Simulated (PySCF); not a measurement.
# HNO2 (nitrous acid) at BCCD(T)/STO-3G

Aim: the energy change on altering one bond length of HNO2 (nitrous acid) at BCCD(T)/STO-3G, from 2 runs. 

Program for the calculation: PySCF 2.14.0.

7 further runs of the same task are left out: 7 set aside as unsound or not needed.

### 1 The molecule

HNO2 has 4 atoms, charge 0, and is taken as a singlet. SMILES: `O=NO`. The shape is that of a PBE0-D4/def2-TZVP optimisation.

Bond lengths: O1–N2 1.162 Å, N2–O3 1.397 Å, O3–H4 0.967 Å. Angles: O1–N2–O3 111.2°, N2–O3–H4 102.9°.

### 2 The energy at BCCD(T)/STO-3G

run.py

```python
from pyscf import gto, scf, cc
from pyscf.cc.bccd import bccd_kernel_

mol = gto.M(
    atom='O 0.413650 0.047230 1.437260; N 0.320150 -0.419400 0.377370; O -0.362650 0.434660 -0.492650; H -0.371140 -0.062490 -1.321980',
    verbose=3,
    basis='sto-3g',
    spin=0,
    max_memory=1860,
    charge=0,
)

hf = scf.RHF(mol)
hf.conv_tol = 1e-10
hf.kernel()
if not hf.converged:
    hf = hf.newton().run(hf.mo_coeff, hf.mo_occ)

mycc = cc.CCSD(hf, frozen=3).run()
mycc = bccd_kernel_(mycc, diis=True)
e_t = mycc.ccsd_t()
energy = mycc.e_tot + e_t
print('E = %.10f Eh' % energy)
```

Run with:

```
$ OMP_NUM_THREADS=1 python run.py
```

Standard output:

```text
converged SCF energy = -201.905001895017
E(CCSD) = -202.0903984597799  E_corr = -0.1853965647629807
BCCD loop starts.

******** <class 'pyscf.cc.ccsd.CCSD'> ********
CC2 = 0
CCSD nocc = 9, nmo = 13
frozen orbitals 3
max_cycle = 50
direct = 0
conv_tol = 1e-07
conv_tol_normt = 1e-05
diis_space = 6
diis_start_cycle = 0
diis_start_energy_diff = 1e+09
Init E_corr(CCSD) = -0.185246853598763
cycle = 1  E_corr(CCSD) = -0.195527327365843  dE = -0.0102804738  norm(t1,t2) = 0.0604375
cycle = 2  E_corr(CCSD) = -0.189400220557788  dE = 0.00612710681  norm(t1,t2) = 0.0190552
cycle = 3  E_corr(CCSD) = -0.190650417750485  dE = -0.00125019719  norm(t1,t2) = 0.0123182
cycle = 4  E_corr(CCSD) = -0.190471587404936  dE = 0.000178830346  norm(t1,t2) = 0.00593582
cycle = 5  E_corr(CCSD) = -0.1904612796578  dE = 1.03077471e-05  norm(t1,t2) = 0.00172725
cycle = 6  E_corr(CCSD) = -0.190579484398319  dE = -0.000118204741  norm(t1,t2) = 0.000799812
cycle = 7  E_corr(CCSD) = -0.190592039322727  dE = -1.25549244e-05  norm(t1,t2) = 0.000177745
cycle = 8  E_corr(CCSD) = -0.19059362929484  dE = -1.58997211e-06  norm(t1,t2) = 5.19307e-05
cycle = 9  E_corr(CCSD) = -0.190594511346291  dE = -8.82051451e-07  norm(t1,t2) = 2.54252e-05
cycle = 10  E_corr(CCSD) = -0.190593833246822  dE = 6.78099469e-07  norm(t1,t2) = 1.31479e-05
cycle = 11  E_corr(CCSD) = -0.190593901046384  dE = -6.77995621e-08  norm(t1,t2) = 6.22834e-06
CCSD converged
E(CCSD) = -202.0885244072973  E_corr = -0.1905939010463839
BCC iter:    0  E:    -202.088524407297  dE:    1.874e-03  |t1|:    6.167e-03

******** <class 'pyscf.cc.ccsd.CCSD'> ********
CC2 = 0
CCSD nocc = 9, nmo = 13
frozen orbitals 3
max_cycle = 50
direct = 0
conv_tol = 1e-07
conv_tol_normt = 1e-05
diis_space = 6
diis_start_cycle = 0
diis_start_energy_diff = 1e+09
Init E_corr(CCSD) = -0.190431838220457
cycle = 1  E_corr(CCSD) = -0.190115269623994  dE = 0.000316568596  norm(t1,t2) = 0.007036
cycle = 2  E_corr(CCSD) = -0.190276670340851  dE = -0.000161400717  norm(t1,t2) = 0.000807807
cycle = 3  E_corr(CCSD) = -0.190252029828235  dE = 2.46405126e-05  norm(t1,t2) = 0.000322039
cycle = 4  E_corr(CCSD) = -0.190265413733802  dE = -1.33839056e-05  norm(t1,t2) = 0.000185593
cycle = 5  E_corr(CCSD) = -0.190265943617932  dE = -5.2988413e-07  norm(t1,t2) = 7.58407e-05
cycle = 6  E_corr(CCSD) = -0.19026559400481  dE = 3.49613122e-07  norm(t1,t2) = 2.81118e-05
cycle = 7  E_corr(CCSD) = -0.190266884001368  dE = -1.28999656e-06  norm(t1,t2) = 1.09874e-05
cycle = 8  E_corr(CCSD) = -0.190266549470749  dE = 3.34530619e-07  norm(t1,t2) = 3.6469e-06
cycle = 9  E_corr(CCSD) = -0.190266641042093  dE = -9.15713438e-08  norm(t1,t2) = 1.36839e-06
CCSD converged
E(CCSD) = -202.0885609897979  E_corr = -0.1902666410420932
BCC iter:    1  E:    -202.088560989798  dE:   -3.658e-05  |t1|:    1.557e-03

******** <class 'pyscf.cc.ccsd.CCSD'> ********
CC2 = 0
CCSD nocc = 9, nmo = 13
frozen orbitals 3
max_cycle = 50
direct = 0
conv_tol = 1e-07
conv_tol_normt = 1e-05
diis_space = 6
diis_start_cycle = 0
diis_start_energy_diff = 1e+09
Init E_corr(CCSD) = -0.190339939892204
cycle = 1  E_corr(CCSD) = -0.190505133986797  dE = -0.000165194095  norm(t1,t2) = 0.00161738
cycle = 2  E_corr(CCSD) = -0.190410553699725  dE = 9.45802871e-05  norm(t1,t2) = 0.000239788
cycle = 3  E_corr(CCSD) = -0.190429193113971  dE = -1.86394142e-05  norm(t1,t2) = 0.000109785
cycle = 4  E_corr(CCSD) = -0.190426708699354  dE = 2.48441462e-06  norm(t1,t2) = 3.43291e-05
cycle = 5  E_corr(CCSD) = -0.190426753794944  dE = -4.50955905e-08  norm(t1,t2) = 1.72866e-05
cycle = 6  E_corr(CCSD) = -0.190427298362365  dE = -5.44567421e-07  norm(t1,t2) = 6.80135e-06
cycle = 7  E_corr(CCSD) = -0.190427426293347  dE = -1.27930982e-07  norm(t1,t2) = 2.4647e-06
cycle = 8  E_corr(CCSD) = -0.190427532285388  dE = -1.05992041e-07  norm(t1,t2) = 7.44932e-07
cycle = 9  E_corr(CCSD) = -0.190427559239509  dE = -2.69541204e-08  norm(t1,t2) = 2.1368e-07
CCSD converged
E(CCSD) = -202.0885338813565  E_corr = -0.1904275592395087
BCC iter:    2  E:    -202.088533881356  dE:    2.711e-05  |t1|:    6.720e-05

******** <class 'pyscf.cc.ccsd.CCSD'> ********
CC2 = 0
CCSD nocc = 9, nmo = 13
frozen orbitals 3
max_cycle = 50
direct = 0
conv_tol = 1e-07
conv_tol_normt = 1e-05
diis_space = 6
diis_start_cycle = 0
diis_start_energy_diff = 1e+09
Init E_corr(CCSD) = -0.19042751512097
cycle = 1  E_corr(CCSD) = -0.190426250063215  dE = 1.26505776e-06  norm(t1,t2) = 8.11715e-05
cycle = 2  E_corr(CCSD) = -0.190426721617393  dE = -4.71554177e-07  norm(t1,t2) = 1.76059e-05
cycle = 3  E_corr(CCSD) = -0.190426740948434  dE = -1.93310414e-08  norm(t1,t2) = 1.15523e-05
cycle = 4  E_corr(CCSD) = -0.190426570874544  dE = 1.7007389e-07  norm(t1,t2) = 3.33468e-06
cycle = 5  E_corr(CCSD) = -0.190426694354469  dE = -1.23479924e-07  norm(t1,t2) = 1.12074e-06
cycle = 6  E_corr(CCSD) = -0.19042670046529  dE = -6.11082165e-09  norm(t1,t2) = 3.84787e-07
CCSD converged
E(CCSD) = -202.0885340647766  E_corr = -0.1904267004652903
BCC iter:    3  E:    -202.088534064777  dE:   -1.834e-07  |t1|:    1.390e-05

******** <class 'pyscf.cc.ccsd.CCSD'> ********
CC2 = 0
CCSD nocc = 9, nmo = 13
frozen orbitals 3
max_cycle = 50
direct = 0
conv_tol = 1e-07
conv_tol_normt = 1e-05
diis_space = 6
diis_start_cycle = 0
diis_start_energy_diff = 1e+09
Init E_corr(CCSD) = -0.190426725308076
cycle = 1  E_corr(CCSD) = -0.19042683480727  dE = -1.09499194e-07  norm(t1,t2) = 1.40989e-05
cycle = 2  E_corr(CCSD) = -0.190426796715059  dE = 3.80922114e-08  norm(t1,t2) = 3.0203e-06
CCSD converged
E(CCSD) = -202.0885340389845  E_corr = -0.1904267967150585
BCC iter:    4  E:    -202.088534038985  dE:    2.579e-08  |t1|:    1.830e-06
CCSD(T) correction = -0.00859732069454108
E = -202.0971313597 Eh
```

It took 0.88 s on 1 thread of Arm Neoverse V2, shared host; peak memory 0.1 GiB.

### 3 The distorted shape, same level

input.py

```python
from pyscf import gto, cc
from pyscf.cc.bccd import bccd_kernel_

mol = gto.Mole()
mol.atom = [
    ('O', (0.420442, 0.444932, 2.100695)),
    ('N', (0.326942, -0.021698, 1.040805)),
    ('O', (-0.355858, 0.832362, 0.170785)),
    ('H', (-0.371140, -0.062490, -1.321980)),
]
mol.spin = 0
mol.max_memory = 1860
mol.basis = 'sto-3g'
mol.verbose = 3
mol.build()

calc0 = mol.RHF()
calc0.conv_tol = 1e-10
calc0.kernel()
if not calc0.converged:
    calc0 = calc0.newton().run(calc0.mo_coeff, calc0.mo_occ)

mycc = cc.CCSD(calc0, frozen=3).run()
mycc = bccd_kernel_(mycc, diis=True)
e_t = mycc.ccsd_t()
e_final = mycc.e_tot + e_t
print('E = %.10f Eh' % e_final)
```

Run with:

```
$ OMP_NUM_THREADS=1 python input.py
```

Standard output:

```text
converged SCF energy = -201.695678747541
E(CCSD) = -201.9788487181738  E_corr = -0.2831699706323151
BCCD loop starts.

******** <class 'pyscf.cc.ccsd.CCSD'> ********
CC2 = 0
CCSD nocc = 9, nmo = 13
frozen orbitals 3
max_cycle = 50
direct = 0
conv_tol = 1e-07
conv_tol_normt = 1e-05
diis_space = 6
diis_start_cycle = 0
diis_start_energy_diff = 1e+09
Init E_corr(CCSD) = -0.27976046638218
cycle = 1  E_corr(CCSD) = -0.302344829107906  dE = -0.0225843627  norm(t1,t2) = 0.122348
cycle = 2  E_corr(CCSD) = -0.291147097413989  dE = 0.0111977317  norm(t1,t2) = 0.0339645
cycle = 3  E_corr(CCSD) = -0.294024759044006  dE = -0.00287766163  norm(t1,t2) = 0.018905
cycle = 4  E_corr(CCSD) = -0.293828172691868  dE = 0.000196586352  norm(t1,t2) = 0.00713597
cycle = 5  E_corr(CCSD) = -0.29380301779577  dE = 2.51548961e-05  norm(t1,t2) = 0.00324175
cycle = 6  E_corr(CCSD) = -0.293898007748627  dE = -9.49899529e-05  norm(t1,t2) = 0.00153361
cycle = 7  E_corr(CCSD) = -0.29388381086795  dE = 1.41968807e-05  norm(t1,t2) = 0.000594191
cycle = 8  E_corr(CCSD) = -0.293882879720841  dE = 9.31147109e-07  norm(t1,t2) = 0.000409744
cycle = 9  E_corr(CCSD) = -0.293885930831767  dE = -3.05111093e-06  norm(t1,t2) = 0.000240536
cycle = 10  E_corr(CCSD) = -0.293871480927389  dE = 1.44499044e-05  norm(t1,t2) = 0.000116072
cycle = 11  E_corr(CCSD) = -0.293872507636153  dE = -1.02670876e-06  norm(t1,t2) = 5.28284e-05
cycle = 12  E_corr(CCSD) = -0.293869777231373  dE = 2.73040478e-06  norm(t1,t2) = 2.28257e-05
cycle = 13  E_corr(CCSD) = -0.293869881207941  dE = -1.03976568e-07  norm(t1,t2) = 8.31419e-06
cycle = 14  E_corr(CCSD) = -0.293869709365768  dE = 1.71842173e-07  norm(t1,t2) = 5.11052e-06
cycle = 15  E_corr(CCSD) = -0.293869703227404  dE = 6.13836437e-09  norm(t1,t2) = 2.1922e-06
CCSD converged
E(CCSD) = -201.9765756672803  E_corr = -0.293869703227404
BCC iter:    0  E:    -201.976575667280  dE:    2.273e-03  |t1|:    3.003e-02

******** <class 'pyscf.cc.ccsd.CCSD'> ********
CC2 = 0
CCSD nocc = 9, nmo = 13
frozen orbitals 3
max_cycle = 50
direct = 0
conv_tol = 1e-07
conv_tol_normt = 1e-05
diis_space = 6
diis_start_cycle = 0
diis_start_energy_diff = 1e+09
Init E_corr(CCSD) = -0.2919067730795
cycle = 1  E_corr(CCSD) = -0.288633825120497  dE = 0.00327294796  norm(t1,t2) = 0.0433871
cycle = 2  E_corr(CCSD) = -0.290788613256896  dE = -0.00215478814  norm(t1,t2) = 0.0105116
cycle = 3  E_corr(CCSD) = -0.290380593629279  dE = 0.000408019628  norm(t1,t2) = 0.00391611
cycle = 4  E_corr(CCSD) = -0.290482057127355  dE = -0.000101463498  norm(t1,t2) = 0.000718854
cycle = 5  E_corr(CCSD) = -0.290540181302748  dE = -5.81241754e-05  norm(t1,t2) = 0.000347782
cycle = 6  E_corr(CCSD) = -0.290564155307706  dE = -2.3974005e-05  norm(t1,t2) = 0.00018871
cycle = 7  E_corr(CCSD) = -0.290565328720698  dE = -1.17341299e-06  norm(t1,t2) = 0.000100617
cycle = 8  E_corr(CCSD) = -0.29056322679224  dE = 2.10192846e-06  norm(t1,t2) = 5.49457e-05
cycle = 9  E_corr(CCSD) = -0.290561560651129  dE = 1.66614111e-06  norm(t1,t2) = 2.37441e-05
cycle = 10  E_corr(CCSD) = -0.290561036317758  dE = 5.24333371e-07  norm(t1,t2) = 1.14691e-05
cycle = 11  E_corr(CCSD) = -0.290561137898301  dE = -1.01580543e-07  norm(t1,t2) = 5.15434e-06
cycle = 12  E_corr(CCSD) = -0.290561521909054  dE = -3.84010753e-07  norm(t1,t2) = 2.1496e-06
cycle = 13  E_corr(CCSD) = -0.290561508503889  dE = 1.34051655e-08  norm(t1,t2) = 1.1474e-06
CCSD converged
E(CCSD) = -201.9766243880833  E_corr = -0.2905615085038887
BCC iter:    1  E:    -201.976624388083  dE:   -4.872e-05  |t1|:    8.008e-03

******** <class 'pyscf.cc.ccsd.CCSD'> ********
CC2 = 0
CCSD nocc = 9, nmo = 13
frozen orbitals 3
max_cycle = 50
direct = 0
conv_tol = 1e-07
conv_tol_normt = 1e-05
diis_space = 6
diis_start_cycle = 0
diis_start_energy_diff = 1e+09
Init E_corr(CCSD) = -0.290715777452131
cycle = 1  E_corr(CCSD) = -0.291583510144408  dE = -0.000867732692  norm(t1,t2) = 0.00950301
cycle = 2  E_corr(CCSD) = -0.291067122272731  dE = 0.000516387872  norm(t1,t2) = 0.00253933
cycle = 3  E_corr(CCSD) = -0.291189583546524  dE = -0.000122461274  norm(t1,t2) = 0.00114342
cycle = 4  E_corr(CCSD) = -0.291171825572586  dE = 1.77579739e-05  norm(t1,t2) = 0.000153086
cycle = 5  E_corr(CCSD) = -0.291164410593125  dE = 7.41497946e-06  norm(t1,t2) = 0.000109014
cycle = 6  E_corr(CCSD) = -0.291164295808237  dE = 1.14784889e-07  norm(t1,t2) = 4.34407e-05
cycle = 7  E_corr(CCSD) = -0.291166195560632  dE = -1.8997524e-06  norm(t1,t2) = 1.70524e-05
cycle = 8  E_corr(CCSD) = -0.291166842431982  dE = -6.4687135e-07  norm(t1,t2) = 1.00567e-05
cycle = 9  E_corr(CCSD) = -0.29116696406823  dE = -1.21636248e-07  norm(t1,t2) = 6.05339e-06
cycle = 10  E_corr(CCSD) = -0.291166882004115  dE = 8.20641155e-08  norm(t1,t2) = 3.32577e-06
CCSD converged
E(CCSD) = -201.9765860227981  E_corr = -0.2911668820041148
BCC iter:    2  E:    -201.976586022798  dE:    3.837e-05  |t1|:    4.514e-04

******** <class 'pyscf.cc.ccsd.CCSD'> ********
CC2 = 0
CCSD nocc = 9, nmo = 13
frozen orbitals 3
max_cycle = 50
direct = 0
conv_tol = 1e-07
conv_tol_normt = 1e-05
diis_space = 6
diis_start_cycle = 0
diis_start_energy_diff = 1e+09
Init E_corr(CCSD) = -0.291175717489469
cycle = 1  E_corr(CCSD) = -0.291191716025009  dE = -1.59985355e-05  norm(t1,t2) = 0.000527669
cycle = 2  E_corr(CCSD) = -0.291185623158873  dE = 6.09286614e-06  norm(t1,t2) = 0.000127256
cycle = 3  E_corr(CCSD) = -0.29118514416991  dE = 4.78988964e-07  norm(t1,t2) = 7.74347e-05
cycle = 4  E_corr(CCSD) = -0.291185753845321  dE = -6.09675411e-07  norm(t1,t2) = 1.48922e-05
cycle = 5  E_corr(CCSD) = -0.291185201713902  dE = 5.52131419e-07  norm(t1,t2) = 6.29889e-06
cycle = 6  E_corr(CCSD) = -0.291185053818467  dE = 1.47895436e-07  norm(t1,t2) = 2.18636e-06
cycle = 7  E_corr(CCSD) = -0.291185081161955  dE = -2.73434879e-08  norm(t1,t2) = 1.01792e-06
CCSD converged
E(CCSD) = -201.9765820957703  E_corr = -0.2911850811619546
BCC iter:    3  E:    -201.976582095770  dE:    3.927e-06  |t1|:    4.738e-05

******** <class 'pyscf.cc.ccsd.CCSD'> ********
CC2 = 0
CCSD nocc = 9, nmo = 13
frozen orbitals 3
max_cycle = 50
direct = 0
conv_tol = 1e-07
conv_tol_normt = 1e-05
diis_space = 6
diis_start_cycle = 0
diis_start_energy_diff = 1e+09
Init E_corr(CCSD) = -0.291184640949475
cycle = 1  E_corr(CCSD) = -0.291183090244841  dE = 1.55070463e-06  norm(t1,t2) = 4.92946e-05
cycle = 2  E_corr(CCSD) = -0.291183527578752  dE = -4.37333911e-07  norm(t1,t2) = 1.10965e-05
cycle = 3  E_corr(CCSD) = -0.291183629577812  dE = -1.01999061e-07  norm(t1,t2) = 7.19388e-06
cycle = 4  E_corr(CCSD) = -0.291183575100721  dE = 5.44770915e-08  norm(t1,t2) = 1.68209e-06
CCSD converged
E(CCSD) = -201.9765821656413  E_corr = -0.2911835751007208
BCC iter:    4  E:    -201.976582165641  dE:   -6.987e-08  |t1|:    3.566e-06
CCSD(T) correction = -0.0115331177035658
E = -201.9881152833 Eh
```

It took 1.1 s on 1 thread of Arm Neoverse V2, shared host; peak memory 0.12 GiB.

### 4 Results

At BCCD(T)/STO-3G, 3 core orbitals frozen:

| quantity | value |
| --- | --- |
| first shape: total energy | -202.09713 Eh |
| first shape: correlation energy (3 core orbitals frozen) | -192.1 mEh |
| first shape: (T) correction | -8.60 mEh |
| distorted shape: total energy | -201.98812 Eh |
| distorted shape: correlation energy (3 core orbitals frozen) | -292.4 mEh |
| distorted shape: (T) correction | -11.53 mEh |
| energy change with the O3–H4 bond stretched from 0.967 to 1.741 Å | 2.966 eV |

In words: With the O3–H4 bond stretched from 0.967 to 1.741 Å the energy rises by 2.97 eV (286 kJ/mol). The first shape isn't relaxed at this level, so the change isn't measured from a minimum. A restricted reference can't describe the breaking bond well at this length. The minimal basis adds a large error of its own. The triples (first shape) make up 4.5 % of the correlation energy. The triples (distorted shape) make up 3.9 % of the correlation energy.
